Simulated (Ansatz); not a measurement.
Graphite, treated with PBE (Ansatz, an electronic-structure program, PAW).

Rigid layers of the crystal as relaxed at this level are moved apart or together:

| run | k mesh | layer repeat (Å) | energy against free layers (meV/Å²) | gap on the mesh (eV) |
|---|---|---|---|---|
| 1 | 18×18×6 | 3.055 | 16.62 | 0.000 |
| 2 | 18×18×6 | 3.205 | 9.44 | 0.000 |
| 3 | 18×18×6 | 3.355 | 5.10 | 0.000 |
| 4 | 18×18×6 | 3.555 | 1.94 | 0.000 |
| 5 | 18×18×6 | 3.855 | 0.02 | 0.000 |
| 6 | 18×18×4 | 4.355 | -0.55 | 0.000 |
| 7 | 18×18×4 | 5.355 | -0.20 | 0.000 |
| 8 | 18×18×4 | 7.355 | 0.00 | 0.000 |

The lowest energy of these points lies at a layer repeat of 4.36 Å.

Note: the cell comes from a level without a dispersion term, which matters for the spacing of layers, chains or molecules.
